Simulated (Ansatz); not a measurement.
Born–Oppenheimer molecular dynamics of CH4AlO (7 atoms, charge 0, multiplicity 2). It starts from a relaxed structure.

Computed with UKS revPBE-D4/def2-SVP in Ansatz 0.2.0.

```
ensemble        : NVT, Langevin thermostat
time step       : 0.5 fs
steps asked     : 300
set temperature : 700 K
friction        : 0.01 /fs
seed            : 148924
```

First frame:

```xyz
7
Properties=species:S:1:pos:R:3
C -0.882 0.577 -0.397
Al 1.028 0.300 0.088
O 1.398 -1.288 0.699
H -1.301 -0.372 -0.795
H -1.026 1.383 -1.145
H -1.452 0.852 0.518
H 2.297 -1.520 0.987
```

(1) How far do the bonds stretch over the last three quarters of this one trajectory? (Pairs bonded in most of those frames.)

Results:

(1) 
```tsv
bond	mean (Å)	spread (Å)	shortest	longest
C1–Al2	2.013	0.079	1.89	2.18
C1–H4	1.120	0.041	1.03	1.22
C1–H5	1.113	0.016	1.08	1.15
C1–H6	1.116	0.024	1.07	1.17
Al2–O3	1.754	0.069	1.66	1.88
O3–H7	0.989	0.049	0.90	1.08
```

Mean temperature of the second half: 643 K. A run of 0.15 ps of so small a system gives no equilibrium averages.

Run time: 5.3 min on 1 thread of Intel(R) Xeon(R) 6975P-C (Granite Rapids) (shared host), peak memory 0.13 GiB.
